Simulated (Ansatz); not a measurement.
One change: `CCCC(C)C(C)C` becomes `CCCC(C)CCC`.

Ansatz, PBE0-D4/def2-TZVP geometries, multiplicity 1. Each molecule was computed in one conformer, which needn't be the lowest.

| property | `CCCC(C)C(C)C` |
| --- | --- |
| HOMO energy (PBE/def2-TZVPP) / eV | -7.07 |
| HOMO energy (PBE0/def2-TZVPP) / eV | -8.38 |
| HOMO energy (B3LYP/def2-TZVPP) / eV | -8.19 |
| HOMO–LUMO gap (PBE0/def2-TZVPP) / eV | 9.50 |
| size of the dipole moment (ωB97M-V/def2-TZVPP) / D | 0.13 |
| HOMO–LUMO gap (ωB97M-V/def2-TZVPP) / eV | 13.18 |

Question: Give the same properties after the change, and the shifts. (Estimate.)

Answer: Computed: 
```json
{"property": "HOMO energy (PBE/def2-TZVPP) / eV", "`CCCC(C)CCC`": "-7.16", "shift": "-0.09"}
{"property": "HOMO energy (PBE0/def2-TZVPP) / eV", "`CCCC(C)CCC`": "-8.50", "shift": "-0.12"}
{"property": "HOMO energy (B3LYP/def2-TZVPP) / eV", "`CCCC(C)CCC`": "-8.33", "shift": "-0.14"}
{"property": "HOMO–LUMO gap (PBE0/def2-TZVPP) / eV", "`CCCC(C)CCC`": "9.58", "shift": "0.08"}
{"property": "size of the dipole moment (ωB97M-V/def2-TZVPP) / D", "`CCCC(C)CCC`": "0.09", "shift": "-0.04"}
{"property": "HOMO–LUMO gap (ωB97M-V/def2-TZVPP) / eV", "`CCCC(C)CCC`": "13.28", "shift": "0.10"}
```

With PBE0 the HOMO falls by 0.12 eV and the LUMO falls by 0.05 eV, so the gap widens by about 0.07 eV. PBE moves the HOMO by -0.09 eV and ωB97M-V by -0.16 eV. Dipoles are sizes alone; their direction can turn.

B3LYP here is the variant with VWN-RPA as its local correlation; programs differ in this.
